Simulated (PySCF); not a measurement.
# N, N⁺, N²⁺, N³⁺: ionisation energies in x2c-QZVPPall plus 1 even-tempered diffuse shell per l

Each state of nitrogen is computed at each level; their differences give the ionisation energy. How far do the methods differ?

Program: PySCF 2.14.0. Level of theory: unrestricted determinants in a Gaussian basis, no spin-orbit coupling in the energies. These are calculated values, not measurements, unless marked.

## 1. Starting point

| Property | Result |
| --- | --- |
| Element | nitrogen (Z = 7) |
| Basis | x2c-QZVPPall with one added diffuse shell each of s, p, d, f type (8s5p4d3f1g, 73 functions) |
| Hamiltonian | scalar relativity by spin-free X2C-1e |
| State 1 | N: [He] 2s2 2p3, high-spin 4S determinant |
| State 2 | N⁺: [He] 2s2 2p2, high-spin 3P determinant |
| State 3 | N²⁺: [He] 2s2 2p1, 2P determinant |
| State 4 | N³⁺: [He] 2s2, closed-shell 1S |
| Methods | CCSD(T) |
| Core shells frozen in the correlated runs | valence: 1s2 (for N) |

Outer shells as boxes (Hund's rule):

N [He] 2s2 2p3
```
[He] core
2s [↑↓]
2p [↑ ][↑ ][↑ ]
```

N+ [He] 2s2 2p2
```
[He] core
2s [↑↓]
2p [↑ ][↑ ][  ]
```

N2+ [He] 2s2 2p1
```
[He] core
2s [↑↓]
2p [↑ ][  ][  ]
```

N3+ [He] 2s2
```
[He] core
2s [↑↓]
```

One driver process ran all states and methods and kept the integrals in memory. Each run is shown as a PySCF script that sums up its settings (the driver passes frozen orbitals as a list and adds second-order terms of double hybrids); the logs are those of the runs themselves. The driver starts from symmetry-adapted Hartree-Fock orbitals, holds the occupation by maximum overlap and uses a logarithmic radial grid for functionals, so a plain start would take other cycles.

The integrals over 73 functions and the set-up took 0.16 s of CPU time.

## 2. N: CCSD(T) (valence)

#### CCSD(T) (valence)

Input file input.py:

```python
from pyscf import gto, scf, dft, mp, cc
import basis_set_exchange as bse
mol = gto.M(atom="N 0 0 0", charge=0, spin=3, symmetry="D2h",
            basis=gto.basis.parse(bse.get_basis("x2c-QZVPPall", elements=["N"], fmt="nwchem", augment_diffuse=1)),
            nucmod="G")
mf = scf.UHF(mol).sfx2c1e()
mf.irrep_nelec = {'Ag': (2, 2), 'B1u': (1, 0), 'B2u': (1, 0), 'B3u': (1, 0)}
mf.kernel()
mycc = cc.CCSD(mf, frozen=1).run()
mycc.ccsd_t()
```

## 3. N⁺: CCSD(T) (valence)

#### CCSD(T) (valence)

Input file input.py:

```python
from pyscf import gto, scf, dft, mp, cc
import basis_set_exchange as bse
mol = gto.M(atom="N 0 0 0", charge=1, spin=2, symmetry="D2h",
            basis=gto.basis.parse(bse.get_basis("x2c-QZVPPall", elements=["N"], fmt="nwchem", augment_diffuse=1)),
            nucmod="G")
mf = scf.UHF(mol).sfx2c1e()
mf.irrep_nelec = {'Ag': (2, 2), 'B1u': (1, 0), 'B2u': (1, 0)}
mf.kernel()
mycc = cc.CCSD(mf, frozen=1).run()
mycc.ccsd_t()
```

## 4. N²⁺, at CCSD(T) (valence)

#### CCSD(T) (valence)

Input file input.py:

```python
from pyscf import gto, scf, dft, mp, cc
import basis_set_exchange as bse
mol = gto.M(atom="N 0 0 0", charge=2, spin=1, symmetry="D2h",
            basis=gto.basis.parse(bse.get_basis("x2c-QZVPPall", elements=["N"], fmt="nwchem", augment_diffuse=1)),
            nucmod="G")
mf = scf.UHF(mol).sfx2c1e()
mf.irrep_nelec = {'Ag': (2, 2), 'B2u': (1, 0)}
mf.kernel()
mycc = cc.CCSD(mf, frozen=1).run()
mycc.ccsd_t()
```

## 5. N³⁺: CCSD(T) (valence)

#### CCSD(T) (valence)

Input file input.py:

```python
from pyscf import gto, scf, dft, mp, cc
import basis_set_exchange as bse
mol = gto.M(atom="N 0 0 0", charge=3, spin=0, symmetry="D2h",
            basis=gto.basis.parse(bse.get_basis("x2c-QZVPPall", elements=["N"], fmt="nwchem", augment_diffuse=1)),
            nucmod="G")
mf = scf.UHF(mol).sfx2c1e()
mf.irrep_nelec = {'Ag': (2, 2)}
mf.kernel()
mycc = cc.CCSD(mf, frozen=1).run()
mycc.ccsd_t()
```

Q: Predict the outcome of this session.

**Answer**, as computed:

```
              quantity                                                      value
  ionisation energy, N  UHF 13.888, CCSD(T) (valence) 14.490 eV; reference 14.545
 ionisation energy, N⁺  UHF 29.203, CCSD(T) (valence) 29.519 eV; reference 29.601
ionisation energy, N²⁺  UHF 47.298, CCSD(T) (valence) 47.306 eV; reference 47.445
```

Each level's miss (mean over 1 difference):

| method | mean absolute miss against the measured value (with the measured fine structure taken into account where it is known) (eV) |
| --- | --- |
| UHF | 0.657 |
| MP2 (valence) | 0.063 |
| SCS-MP2 (valence) | 0.202 |
| CCSD (valence) | 0.083 |
| CCSD(T) (valence) | 0.055 |

In words: Against experiment CCSD(T) (valence) comes closest (off by 0.05 eV), level with MP2 (valence) and UHF is farthest (0.66 eV). Hartree-Fock falls short because the species with more electrons holds more correlation energy, which it lacks. The basis is finite, and no extrapolation was made.
